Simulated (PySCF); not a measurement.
## NMR parameters of B(CO)H3

B(CO)H3, CH3BO, point group C3v.

Geometry:
```
atom   x (Å)   y (Å)   z (Å)
  B1  -0.010   0.001  -0.542
  C2   0.013   0.005   0.977
  O3   0.035   0.002   2.109
  H4   1.168   0.003  -0.861
  H5  -0.609   1.018  -0.850
  H6  -0.597  -1.029  -0.833
```

GIAO calculations in PySCF 2.14.0 with density-fitted response routines on the PBE0-D3(BJ)/def2-SVP structure: isolated species, non-relativistic, equivalent atoms averaged; basis pcSseg-1.

**Question.** Give the isotropic shieldings (ppm) with KT2, PBE0.

**Answer.** 
```tsv
atoms	environment	KT2	PBE0
O3	oxygen bonded to C	-23.1	-39.5
C2	carbon bonded to B, O	5.6	-10.3
B1	boron bonded to C, 3 H	161.2	160.6
H4/H5/H6	hydrogen on a boron bonded to C	29.60	29.70
HOMO–LUMO gap (eV)	–	5.92	8.12
```

**Question.** And the chemical shifts, against references computed in the same way?

**Answer.** 
```
   atoms  nucleus, reference    KT2   PBE0
      O3            ¹⁷O, H2O  353.7  374.0
      C2            ¹³C, TMS  177.7  194.7
      B1       ¹¹B, BF3·OEt2  -61.3  -59.8
H4/H5/H6             ¹H, TMS   1.57   1.57
```

**Question.** Which part of the shielding of O3 depends on the functional?

**Answer.** Diamagnetic: KT2 402, PBE0 400 ppm; paramagnetic: KT2 -425, PBE0 -440 ppm. The diamagnetic part, set mainly by inner electrons, hardly moves; the paramagnetic part goes with low-lying magnetically allowed excitations and carries the spread.

**Question.** What couplings does B3LYP/pcJ-1 give?

**Answer.** ¹J(B1,H4) = 115.8, ¹J(B1,C2) = 45.0, ¹J(C2,O3) = 12.9, ²J(H4,H5) = -25.0, ²J(C2,H4) = -6.6, ²J(B1,O3) = 3.0, ³J(O3,H4) = -3.9 Hz (averaged over equivalent pairs; isotopes ¹¹B, ¹H, ¹³C, ¹⁷O).

Unscaled 17O shifts of doubly bonded oxygen tend to come out too high, by tens of ppm or more. Experimental scales use liquid or dissolved standards, which lie at an offset from isolated H2O (liquid H2O: subtract about 36 ppm).
